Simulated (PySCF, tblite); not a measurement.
**CHFO, a complex of two parts: NMR shifts, interaction energy, infrared bands, spin-spin couplings and core binding energies**

One table from this session's results is given with a row withheld; the runs are named, their logs left out.

Programs: tblite 0.8.0 and PySCF 2.14.0. All values are calculated, for the isolated system unless a continuum is named. Atoms count from 0, parts from 1.

### The system as given

4 atoms, charge 0, multiplicity 1; geometry: rigid parts in contact. Parts: 1 = atoms 0–1, `F`, charge 0; 2 = atoms 2–3, `[C-]#[O+]`, charge 0.

Set-up of the first run:

What the job is given:

```
{"job": {"kind": "dock", "xc": "GFN2-xTB", "basis": "xTB"}, "charge": 0, "multiplicity": 1, "parts": [{"atoms": "0-1", "charge": 0, "multiplicity": 1}, {"atoms": "2-3", "charge": 0, "multiplicity": 1}]}
F      0.466148    -0.002310     0.007933
H     -0.466148     0.002310    -0.007933
C      1.766930    -2.043076     1.492760
O      2.189585    -2.153254     2.532029
```

Method: GFN2-xTB search for minima from random contacts, gas phase.

The run is started by

```bash
$ OMP_NUM_THREADS=1 python cluster_run.py task.json out
```

The driver reads the jobs from task.json and runs them one after another.

Steps of the session up to this table: Docking the parts with GFN2-xTB; Optimising the geometry at PBE0-D3(BJ)/def2-TZVPD; NMR shieldings: PBE0/pcSseg-2; Coupled-cluster interaction energy: CCSD(T) and MP2.

One table of the session follows, with a row left open; its other results are not shown here.

It belongs to the step «Coupled-cluster interaction energy: CCSD(T) and MP2». 

```
                 method  interaction energy (kcal/mol)
         HF/aug-cc-pVDZ                          -1.44
        MP2/aug-cc-pVDZ                          -3.39
       CCSD/aug-cc-pVDZ                          -2.70
    CCSD(T)/aug-cc-pVDZ                          -2.97
         HF/aug-cc-pVQZ                              ?
        MP2/aug-cc-pVQZ                          -3.92
    SCS-MP2/aug-cc-pVQZ                          -3.42
      MP2, extrapolated                          -3.99
CCSD(T), limit estimate                          -3.58
```

**Question.** Estimate the row for HF/aug-cc-pVQZ.

**Answer.** interaction energy (kcal/mol): -1.56. In the column «interaction energy (kcal/mol)» it lies between CCSD/aug-cc-pVDZ (-2.70) and HF/aug-cc-pVDZ (-1.44).
